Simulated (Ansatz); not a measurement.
Abridged output of a molecular run in Ansatz:

```
Functional definition: HF
970 factors; integrals over basis functions are off by at most 1.4e-3 eV
mean field evaluation 1: about -6896.7104 eV, gradient 3.2e1 eV
mean field evaluation 2: about -6896.8452 eV, gradient 3.2e1 eV
mean field evaluation 4: about -6899.5143 eV, gradient 3.9e0 eV
mean field evaluation 8: about -6899.5578 eV, gradient 2.2e-4 eV
mean field -6899.55784052 eV, -253.5540739508 hartree, gradient 1.5e-6 eV, S^2 0.000000; 0 other end points of the search recorded, 0 dependent functions left out
5 core orbitals not correlated: weight in the atoms' cores, before any rotation towards them, 1.000 or more for the frozen orbitals, at most 0.000 for the correlated occupied ones
reference -6899.55784052 eV, -253.5540739508 hartree; 14, 14 occupied and 76, 76 virtual orbitals, 970 factors
second order -19.37872519 eV of doubles, -0.00000000 eV of singles
cycle   1  -19.79958904 eV  change   -4.2e-1 eV  update   1.0e-1
cycle   2  -20.31442646 eV  change   -5.1e-1 eV  update   3.0e-2
cycle   3  -20.44282384 eV  change   -1.3e-1 eV  update   1.5e-2
cycle   4  -20.44799042 eV  change   -5.2e-3 eV  update   4.5e-3
cycle   5  -20.45001424 eV  change   -2.0e-3 eV  update   1.9e-3
cycle   6  -20.45078377 eV  change   -7.7e-4 eV  update   5.3e-4
cycle   7  -20.45077402 eV  change    9.7e-6 eV  update   1.8e-4
cycle   8  -20.45078267 eV  change   -8.6e-6 eV  update   4.6e-5
cycle   9  -20.45078859 eV  change   -5.9e-6 eV  update   1.8e-5
perturbative correction -0.64329640 eV, -0.0236407067 hartree
Total energy: -6920.65192551 eV, -254.3292672761 hartree
```

Its atoms:

```xyz
10

C     1.7783   -1.3338   -0.5538
C     1.0487   -0.4994   -0.0962
C     0.1487    0.5199    0.4278
C    -1.2591    0.3849   -0.1076
F     0.1135    0.4374    1.8145
H     2.4292   -2.0766   -0.9513
H     0.5548    1.5091    0.1869
H    -1.8905    1.1637    0.3223
H    -1.2572    0.4879   -1.1938
H    -1.6664   -0.5931    0.1511
```

(1) Which basis set was used?
A. cc-pV(Q+d)Z
B. def2-SVP
C. def2-TZVPP
D. cc-pV(T+d)Z

(2) Write the keys of the input that set method, charge and spin (a neutral closed shell needs none for the last two).

## Answers

(1) B. It gives 95 functions.

(2) 
```yaml
correlation: {method: ccsd_t}
```
